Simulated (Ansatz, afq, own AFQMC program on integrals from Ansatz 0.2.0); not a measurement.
## H2 + Cl, doublet in cc-pVTZ along one coordinate

```xyz
3

H     0.0000    0.0000   -1.0520
H     0.0000    0.0000   -0.3070
Cl    0.0000    0.0000    1.3590
```

A hydrogen atom is moved from one rigid fragment to the other; the H1–H2 distance tells how far. The two fragments are held close together, so this isn't a minimum-energy path and the start is a compressed complex. Energies in eV count from this geometry (0.745 Å) at the same level; the start stands on UHF, each point on the determinant named.

Basis cc-pVTZ. Only valence electrons are correlated. Ansatz 0.2.0 and our own AFQMC program on the same integrals; the CISD trial comes from CCSD amplitudes, and released means the phaseless constraint is let go. Error bars are statistical, one sigma.

```csv
r(H1–H2) / Å,det.,T1,weight,⟨S²⟩,CCSD,B2PLYP,CCSD(T)
0.835,UHF,0.015,0.91,0.79,0.037,0.001,0.021
0.880,UHF,0.015,0.91,0.79,0.075,0.025,0.051
0.926,UHF,0.015,0.91,0.79,0.105,0.049,0.075
0.971,UHF,0.014,0.91,0.79,0.120,0.065,0.086
1.061,UHF,0.012,0.91,0.77,0.122,0.090,0.088
```

Problem. Estimate the curve of CCSDT(Q), counted from the same start.

Solution. 
| r(H1–H2) / Å | det. | T1 | weight | ⟨S²⟩ | CCSDT(Q) | ph-AFQMC/CISD | released AFQMC |
| --- | --- | --- | --- | --- | --- | --- | --- |
| 0.835 | UHF | 0.015 | 0.91 | 0.79 | 0.020 | 0.021 ± 0.004 | 0.020 ± 0.004 |
| 0.880 | UHF | 0.015 | 0.91 | 0.79 | 0.049 | 0.053 ± 0.003 | 0.046 ± 0.004 |
| 0.926 | UHF | 0.015 | 0.91 | 0.79 | 0.073 | 0.070 ± 0.004 | 0.075 ± 0.004 |
| 0.971 | UHF | 0.014 | 0.91 | 0.79 | 0.085 | 0.077 ± 0.003 | 0.080 ± 0.004 |
| 1.061 | UHF | 0.012 | 0.91 | 0.77 | 0.088 | 0.076 ± 0.003 | – |

Weight is that of the determinant in the CISD state; at the start T1 is 0.013 and the weight 0.91, and ⟨S²⟩ is 0.77. A dash marks a missing value, a released energy that hasn't settled or a functional that sits on another state. Largest departures from CCSDT(Q), at the points where its series has closed: CCSD(T) 0.002 eV at 0.926 (on UHF), ph-AFQMC/CISD -0.012 eV at 1.061 (on UHF), released AFQMC -0.005 eV at 0.971 (on UHF) (within the noise), CCSD 0.035 eV at 0.971 (on UHF), B2PLYP -0.024 eV at 0.926. Functionals count only at points shown to share the start's state and spin.

CCSDT and higher add their correlation energy to the determinant of the CCSD(T) run, since their own runs factorise the integrals more tightly (a shift of under 2 meV). A walk keeps the symmetry of its determinant, which the program's search chose and which needn't be the lowest solution, so a lower state of the same spin and another symmetry isn't excluded. Released energies are given only where the last usable release times agree within the noise; a slower fall can still hide under it.
